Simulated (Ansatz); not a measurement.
Working through the energy of protonation at one site of H₃OPS, SMILES OPS

With the Python package of Ansatz (0.2.0).

Notebook, run cell by cell (the value of a cell's last expression is shown):

```python
import ansatz as az
import numpy as np

GEOMETRY = """
O    -1.40000    0.34340   -0.52460
P    -0.04200    0.84200    0.10790
S     0.58470   -1.07980    0.61490
H    -1.68220   -0.42420   -0.10090
H     0.70380    1.00440   -1.10650
H     1.87770   -0.74990    0.96300
"""
```

```python
molecule = az.Crystal.molecule()
for line in GEOMETRY.strip().splitlines():
    symbol, *xyz = line.split()
    molecule = molecule.atom(symbol, [float(v) for v in xyz])
```

```python
calc = molecule.calculation().basis(gaussian="def2-SVP").functional("B3LYP")
symbols = [site.symbol for site in molecule.cartesian_sites]
start = np.array([site.position_ang for site in molecule.cartesian_sites], dtype=float)
rep = calc.relax(force_tolerance=0.01).run().report
end = np.array(rep["positions_ang"])
```

```python
away = sum((end[0] - end[j]) / np.linalg.norm(end[0] - end[j]) for j in [1, 3]) + np.array([0.15, 0.1, -0.2])
proton = end[0] + 1.0 * away / np.linalg.norm(away)
acid = az.Crystal.molecule()
for symbol, place in zip(symbols, end):
    acid = acid.atom(symbol, place.tolist())
acid = acid.atom("H", proton.tolist())
protonated = acid.calculation()
protonated = protonated.basis(gaussian="def2-SVP")
protonated = protonated.functional("B3LYP")
protonated = protonated.charge(1)
protonated = protonated.relax(force_tolerance=0.01, max_steps=80)
after = protonated.run().report
xyz = np.array(after["positions_ang"])
reach = np.linalg.norm(xyz[:-1] - xyz[-1], axis=1)
print(f"base {rep['free_energy_ev']:.5f} eV, protonated {after['free_energy_ev']:.5f} eV")
print(f"the proton ends {reach.min():.3f} A from {symbols[reach.argmin()]}{reach.argmin()}")
print(f"electronic proton affinity {96.485332 * (rep['free_energy_ev'] - after['free_energy_ev']):.1f} kJ/mol")
```

    base -22213.46877 eV, protonated -22221.93591 eV
    the proton ends 0.978 A from O0
    electronic proton affinity 817.0 kJ/mol

Caveats:
- Total energies depend on the basis set; only differences at equal settings carry meaning.
- The proton is put on one chosen atom, which needn't be the most basic site, so the molecule's proton affinity can be higher; the ends are stationary points, not checked by frequencies, and zero-point and thermal terms count only where printed.
- b3lyp holds the VWN-RPA fit, as in Gaussian; the form of ORCA and Turbomole is b3lyp5.
- Hardware and time: 31 s on 1 thread of Arm Neoverse V2, with other jobs on the host, peak memory 0.21 GiB.
